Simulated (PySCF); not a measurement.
# OSi: the cost of one run

Programs: PySCF 2.14.0, with density-fitted response routines of our own. Each step states its level of theory. These are calculated values for one molecule in the gas phase, unless marked as measured. Atoms are numbered from 0 throughout.

**1. Starting geometry**

2 atoms, charge 1, multiplicity 2; geometry from: GFN2-xTB.

Bonds of the start (Å): O0–Si1 1.49.

**2. Optimising the geometry at PBE0-D3(BJ)/def2-TZVP**

What the job is given:

```
{"job": {"xc": "PBE0", "basis": "def2-TZVP", "d3": "d3bj", "grid": 2, "kind": "geom"}, "charge": 1, "multiplicity": 2}
O      0.000000     0.000000     0.000000
Si     0.000000     0.000000     1.485610
```

Q: Estimate the wall time of this first job on 2 threads of Intel Xeon at 2.50GHz (Skylake/Cascade Lake), shared host.

About 13 s.
